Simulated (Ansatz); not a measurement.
Predict the output of the script below (Ansatz's Python interface).

Script `relaxed_scan_bh5o.py`:
```python
"""One bond of BH5O held at set lengths while the rest relaxes."""

import ansatz as az
import numpy as np

GEOMETRY = """
B    -0.21600   -0.48300   -0.22700
O     0.31210    0.50720    0.73040
H     0.20980   -1.50750   -0.11860
H    -1.36190   -0.53350   -0.04710
H    -0.08420   -0.06430   -1.37480
H    -0.09230    1.40400    0.51780
H     1.29380    0.60910    0.47350
"""

molecule = az.Crystal.molecule()
for line in GEOMETRY.strip().splitlines():
    symbol, *xyz = line.split()
    molecule = molecule.atom(symbol, [float(v) for v in xyz])

job = (
    molecule.calculation()
    .basis(gaussian="def2-SVP")
    .functional("pbe0")
)
symbols = [site.symbol for site in molecule.cartesian_sites]
pairs = [(0, 1), (0, 2), (0, 3), (0, 4), (1, 5), (1, 6)]
print("held (A)   E (eV)        ", "  ".join(f"{symbols[i]}{i}-{symbols[j]}{j}" for i, j in pairs))
for length in [0.93, 1.01, 1.09, 1.21, 1.36]:
    r = job.relax(constraints=[az.DistanceConstraint((1, 5), at=length)], force_tolerance=0.02, max_steps=60).run(threads=1).report
    xyz = np.array(r["positions_ang"])
    print(f"{length:6.2f} {r['free_energy_ev']:14.5f}  ", "  ".join(f"{np.linalg.norm(xyz[i] - xyz[j]):.3f}" for i, j in pairs))
```

```console
$ python relaxed_scan_bh5o.py
held (A)   E (eV)         B0-O1  B0-H2  B0-H3  B0-H4  O1-H5  O1-H6
DeckWarning: relax.constraints: the input's atoms, or those drawn, lie off the distances that are held; a relaxation that starts there is brought onto them ahead of its first SCF, by positions alone, [...]
  0.93    -2798.65903   1.675  1.217  1.217  1.223  0.930  0.966
  1.01    -2798.65296   1.672  1.218  1.217  1.224  1.010  0.967
  1.09    -2798.39696   1.669  1.218  1.217  1.224  1.090  0.968
  1.21    -2797.78027   1.660  1.219  1.217  1.224  1.210  0.969
  1.36    -2796.88489   1.636  1.224  1.217  1.224  1.360  0.971
```
(Warnings from the package without file and line, shortened, repeats left out.)

Notes:
- Total energies depend on the basis set; only differences at equal settings carry meaning.
- The energies are electronic: no zero-point or thermal terms, and the basis set is short of its limit.
- The whole script took 20 s on 1 thread of Intel(R) Xeon(R) 6975P-C (Granite Rapids), with other jobs on the host, peak memory 0.19 GiB.
